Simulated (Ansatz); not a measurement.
# C₆H₁₄O: up Jacob's ladder to CCSD(T)

How much do the methods differ for C₆H₁₄O? The plan is to run it at one geometry with functionals of several rungs and with coupled cluster, and see how far each lands from CCSD(T) at the basis-set limit for the atomisation energy.

Program: Ansatz 0.2.0, Gaussian basis. Level of theory: functionals in def2-TZVPP, the program's frozen cores in correlated methods. These are calculated values, not measurements.

Plan: LDA (SPW92), PBE-D4, revPBE-D4, BLYP-D4, r2SCAN-D4, B97M-V, PBE0-D4, B3LYP-D4, r2SCANh-D4, r2SCAN0-D4, HSE06-D4, BHLYP-D4, CAM-B3LYP-D4, LC-ωPBE, ωB97X-V, ωB97M-V, B2PLYP, PBE-QIDH; CCSD(T)/def2-SVP; CCSD(T)/def2-TZVPP; MP2/def2-QZVPP; extrapolation to the limit; RPA on PBE.

1 further run of the same task is left out (it didn't finish). Runs told in other sessions of the task aren't counted.

### 1 The geometry

An earlier PBE0-D4 in a triple-zeta def2 set relaxation fixed the geometry.

SMILES `CCCCC(C)O`, 21 atoms, charge 0, spin multiplicity 1.

Atoms are counted from 1 here; the program's logs count them from 0.

Bond lengths: C1–C2 1.519 Å, C1–H8 1.092 Å, C1–H9 1.094 Å, C1–H10 1.094 Å, C2–C3 1.521 Å, C2–H11 1.097 Å, C2–H12 1.095 Å, C3–C4 1.521 Å, C3–H13 1.095 Å, C3–H14 1.096 Å, C4–C5 1.523 Å, C4–H15 1.099 Å, C4–H16 1.097 Å, C5–C6 1.516 Å, C5–O7 1.419 Å, C5–H17 1.094 Å, C6–H18 1.093 Å, C6–H19 1.091 Å and more. Angles: C2–C1–H8 111.7°, C2–C1–H9 111.1°, C2–C1–H10 111.0°, H8–C1–H9 107.7°, H8–C1–H10 107.7°, H9–C1–H10 107.5°, C1–C2–C3 112.5°, C1–C2–H11 109.7°, C1–C2–H12 109.2°, C3–C2–H11 109.3°, C3–C2–H12 109.8°, H11–C2–H12 106.2°, C2–C3–C4 114.3°, C2–C3–H13 109.2°, C2–C3–H14 108.8°, C4–C3–H13 109.1°, C4–C3–H14 108.8°, H13–C3–H14 106.4° and more.

### 2 LDA

This LDA is Slater exchange with PW92 correlation.

in.yaml

```yaml
crystal:
  periodic: [false, false, false]
  atoms:
    - {symbol: C, position_ang: [0.821733, -2.968069, -0.450286]}
    - {symbol: C, position_ang: [0.178075, -1.603501, -0.624982]}
    - {symbol: C, position_ang: [-0.033035, -0.885018, 0.698726]}
    - {symbol: C, position_ang: [-0.750008, 0.451520, 0.578216]}
    - {symbol: C, position_ang: [0.027477, 1.524201, -0.172648]}
    - {symbol: C, position_ang: [-0.750454, 2.822355, -0.266778]}
    - {symbol: O, position_ang: [1.308420, 1.735831, 0.400607]}
    - {symbol: H, position_ang: [0.968479, -3.470267, -1.409287]}
    - {symbol: H, position_ang: [0.203598, -3.618642, 0.175236]}
    - {symbol: H, position_ang: [1.799342, -2.880630, 0.032020]}
    - {symbol: H, position_ang: [-0.786656, -1.713128, -1.135494]}
    - {symbol: H, position_ang: [0.804442, -0.991957, -1.282210]}
    - {symbol: H, position_ang: [0.937281, -0.728495, 1.181377]}
    - {symbol: H, position_ang: [-0.609589, -1.535746, 1.366252]}
    - {symbol: H, position_ang: [-0.977296, 0.837536, 1.581352]}
    - {symbol: H, position_ang: [-1.717817, 0.310618, 0.082026]}
    - {symbol: H, position_ang: [0.243390, 1.170647, -1.185612]}
    - {symbol: H, position_ang: [-1.696467, 2.678075, -0.794541]}
    - {symbol: H, position_ang: [-0.168949, 3.578687, -0.796743]}
    - {symbol: H, position_ang: [-0.982968, 3.205358, 0.732988]}
    - {symbol: H, position_ang: [1.181009, 2.080615, 1.289771]}
basis:
  gaussian: {orbitals: def2-TZVPP}
hamiltonian: {xc: lda}
output: {orbitals: {seedname: orbitals}}
```

The run is started by

```bash
> ansatz run in.yaml --threads 2 --pin off --events-out ev --progress --plain --max-ram 22528MiB --backend cuda --devices 0, --max-vram 18GiB
```

Further steps of the session: PBE-D4 (GGA); revPBE-D4 (GGA); BLYP-D4 (GGA); r2SCAN-D4 (meta-GGA); B97M-V (meta-GGA); B3LYP-D4 (hybrid); r2SCANh-D4 (hybrid); r2SCAN0-D4 (hybrid); HSE06-D4 (hybrid); BHLYP-D4 (hybrid); CAM-B3LYP-D4 (range-separated); LC-ωPBE (range-separated); ωB97X-V (range-separated); ωB97M-V (range-separated); B2PLYP (double hybrid); PBE-QIDH (double hybrid); CCSD(T) in def2-SVP; CCSD(T) in def2-TZVPP; MP2 in def2-QZVPP; RPA on PBE orbitals.

Q: Predict the results of all the runs planned. Wanted: atomisation energy, CCSD(T)/CBS; farthest beyond LDA; mean size of error, GGA; mean size of error, meta-GGA; mean size of error, hybrid; mean size of error, range-separated; mean size of error, double hybrid; gap, smallest and largest; T1 diagnostic.

As calculated:

| quantity | value |
| --- | --- |
| atomisation energy, CCSD(T)/CBS | 8333.0 kJ/mol |
| functionals within 41.7 kJ/mol (0.5 %) | revPBE-D4, r2SCAN-D4, B97M-V, B3LYP-D4, r2SCANh-D4, CAM-B3LYP-D4, LC-ωPBE, ωB97X-V, ωB97M-V, PBE-QIDH |
| farthest beyond LDA | BHLYP-D4 (-197.5 kJ/mol) |
| mean size of error, GGA | 75.9 kJ/mol |
| mean size of error, meta-GGA | 6.1 kJ/mol |
| mean size of error, hybrid | 64.2 kJ/mol |
| mean size of error, range-separated | 17.9 kJ/mol |
| mean size of error, double hybrid | 51.5 kJ/mol |
| gap, smallest and largest | 6.18 eV (BLYP-D4), 13.61 eV (LC-ωPBE) |
| T1 diagnostic | 0.0092 |
| triples share of the correlation energy | 3.7 % |

LDA overbinds by 1138.7 kJ/mol (14 %). PBE-D4 misses by +146.8 kJ/mol. Double hybrids carry the basis error of their MP2 part in triple zeta, and no dispersion term here, so their miss is partly the set-up's. The rungs meta-GGA, range-separated miss on average by less than the doubt on the reference (41.7 kJ/mol), so they tie. The reference freezes the cores and leaves out relativity and excitations past (T), so misses under about 41.7 kJ/mol can't be ranked. Hartree-Fock recovers 75 % of the binding; the rest is correlation. CCSD(T) in def2-SVP is off by -316.8 kJ/mol, which most functionals beat. Orbital gaps span 6.2 to 13.6 eV; exact exchange widens them.
